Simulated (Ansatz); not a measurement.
Input file:

```yaml
crystal:
  periodic: [false, false, false]
  atoms:
    - {symbol: C, position_ang: [0.131725, -1.005273, 1.520357]}
    - {symbol: Ge, position_ang: [-0.033150, 0.352105, 0.096471]}
    - {symbol: F, position_ang: [0.043471, -0.710735, -1.330018]}
basis:
  gaussian: {orbitals: cc-pVDZ}
magnetization: {spin_polarized: true, initial_magnetization: 3}
hamiltonian: {xc: hf}
output: {orbitals: {seedname: orbitals}}
```

```sh
$ ansatz run in.yaml --threads 1 --pin off --events-out ev --progress --plain --max-ram 2393MiB
```

Log:

```
592 factors; integrals over basis functions are off by at most 7.1e-4 eV
mean field evaluation 1: about -60203.5642 eV, gradient 1.9e1 eV
mean field evaluation 2: about -60203.6096 eV, gradient 1.9e1 eV
mean field evaluation 4: about -60205.6765 eV, gradient 3.0e0 eV
mean field evaluation 8: about -60206.0980 eV, gradient 7.3e-1 eV
mean field evaluation 16: about -60206.1313 eV, gradient 2.1e-5 eV
mean field evaluation 32: about -60197.0735 eV, gradient 1.1e1 eV
mean field -60206.13132269 eV, -2212.5345169274 hartree, gradient 2.1e-5 eV, S^2 3.759964; 0 other end points of the search recorded, 0 dependent functions left out
reference -60206.13132269 eV, -2212.5345169274 hartree; 25, 22 occupied and 30, 33 virtual orbitals, 592 factors
Total energy: -60206.13132269 eV, -2212.5345169274 hartree
```

Ran on 1 thread of AMD EPYC 9R14, shared host: 0.87 s wall, 0.13 GiB peak host memory.
